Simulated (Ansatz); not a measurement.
A made-up structure of BSiNH₅, doublet:

| atom | x (Å) | y (Å) | z (Å) |
| --- | --- | --- | --- |
| N1 | -1.1535 | 0.7292 | -0.5092 |
| B2 | 0.9087 | -1.0472 | 0.6674 |
| Si3 | 0.1314 | 0.6507 | 0.0195 |
| H4 | -1.7603 | -0.0629 | -0.6372 |
| H5 | -1.5648 | 1.5984 | -0.8063 |
| H6 | 0.8797 | 1.8509 | 0.1458 |
| H7 | 0.4369 | -2.0579 | 0.3874 |
| H8 | 2.0471 | -1.1466 | 0.7971 |

It is relaxed with PBE-D4/def2-SVP and then PBE0-D4/def2-TZVP (Ansatz 0.2.0). Atoms count as bonded within 1.22 times the sum of their covalent radii (H–H: 0.88 Å). The end point is not checked to be a true minimum.

Q: Does its bonding change? (Judge from chemistry; the calculation decides.)

A: Computed: No: no bond forms or breaks.

Where it ends: The first stage lowers the energy by 3.25 eV in 9 steps. It ends as BSiNH₅ ([BH2][SiH][NH2]):
```xyz
8
angstrom
N -1.2836 0.7738 -0.5525
B 1.0428 -1.1224 0.5426
Si 0.2793 0.5440 0.0587
H -1.9266 0.0144 -0.7023
H -1.6627 1.6712 -0.8009
H 0.8980 1.8912 0.1292
H 0.4158 -2.1346 0.4290
H 2.1623 -1.1230 0.9610
```

Labels in which every atom is bracketed show which atoms are joined, not bond orders.

For scale, one of the runs: PBE0-D4/def2-TZVP relaxation, 129 basis functions, launched by `ansatz run in.yaml --threads 2 --pin off --events-out ev --progress --plain --max-ram 4352MiB`. The run took about 25 s on 2 CPU threads of an Arm Neoverse V1 (shared host).
